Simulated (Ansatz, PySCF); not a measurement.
Breaking a bond: SMILES FC(F)(F)F (CF₄). The C1–F5 bond (C1 also carries F, F, F; F5 carries nothing else) is varied alone, starting from the PBE0/def2-TZVP optimised geometry.

Methods: UHF/cc-pVTZ (Ansatz, a first-principles code); RHF/cc-pVTZ (Ansatz); UKS-PBE = unrestricted PBE/cc-pVTZ in Ansatz; RKS-PBE = restricted PBE/cc-pVTZ run with Ansatz; UKS-B3LYP/6-31G* = PySCF with unrestricted B3LYP/6-31G*, spherical d; RKS-B3LYP/6-31G* = restricted B3LYP/6-31G*, spherical d (PySCF); UKS-B3LYP/3-21G = unrestricted B3LYP/3-21G run with PySCF; RKS-B3LYP/3-21G = PySCF 2.14.0 with restricted B3LYP/3-21G.

Scanned distances (Å): 0.97, 1.05, 1.11, 1.18, 1.24, 1.28, 1.32, 1.37, 1.40, 1.42, 1.52, 1.62, 1.75, 2.01, 2.19, 2.33, 2.62, 2.93, 3.24, 3.58, 3.97, 4.64.

### Question
Where does the unrestricted solution first break spin symmetry (<S²> of 0.01 or more)?

### Answer
UHF: between 1.75 and 2.01 Å; UKS-PBE: between 2.33 and 2.62 Å; UKS-B3LYP/6-31G*: between 2.01 and 2.19 Å; UKS-B3LYP/3-21G: between 2.01 and 2.19 Å.

```tsv
R / Å	<S²> UHF	E(RHF) − E(UHF) / kcal/mol	<S²> UKS-PBE	E(RKS-PBE) − E(UKS-PBE) / kcal/mol	<S²> UKS-B3LYP/6-31G*	E(RKS-B3LYP/6-31G*) − E(UKS-B3LYP/6-31G*) / kcal/mol	<S²> UKS-B3LYP/3-21G	E(RKS-B3LYP/3-21G) − E(UKS-B3LYP/3-21G) / kcal/mol
0.97	0.00	0.0	0.00	0.0	0.00	0.0	0.00	0.0
1.05	0.00	0.0	0.00	0.0	0.00	0.0	0.00	0.0
1.11	0.00	0.0	0.00	0.0	0.00	0.0	0.00	0.0
1.18	0.00	0.0	0.00	0.0	0.00	0.0	0.00	0.0
1.24	0.00	0.0	0.00	0.0	0.00	0.0	0.00	0.0
1.28	0.00	0.0	0.00	0.0	0.00	0.0	0.00	0.0
1.32	0.00	0.0	0.00	0.0	0.00	0.0	0.00	0.0
1.37	0.00	0.0	0.00	0.0	0.00	0.0	0.00	0.0
1.40	0.00	0.0	0.00	0.0	0.00	0.0	0.00	0.0
1.42	0.00	0.0	0.00	0.0	0.00	0.0	0.00	0.0
1.52	0.00	0.0	0.00	0.0	0.00	0.0	0.00	0.0
1.62	0.00	0.0	0.00	0.0	0.00	0.0	0.00	0.0
1.75	0.00	0.0	0.00	0.0	0.00	0.0	0.00	0.0
2.01	0.67	17.8	0.00	0.0	0.00	0.0	0.00	0.0
2.19	0.84	38.3	0.00	0.0	0.14	0.4	0.18	0.6
2.33	0.91	53.9	0.00	0.0	0.37	3.1	0.42	3.8
2.62	0.97	82.2	0.38	2.3	0.65	12.0	0.71	14.6
2.93	1.00	106.0	0.59	7.1	0.80	21.8	0.86	26.5
3.24	1.01	124.6	0.70	11.4	0.88	30.0	0.94	36.1
3.58	1.01	140.4	0.76	14.9	0.93	36.8	0.98	43.5
3.97	1.01	153.6	0.80	17.7	0.97	41.9	1.00	48.6
4.64	1.01	167.8	0.83	20.2	1.00	46.6	1.00	52.5
```
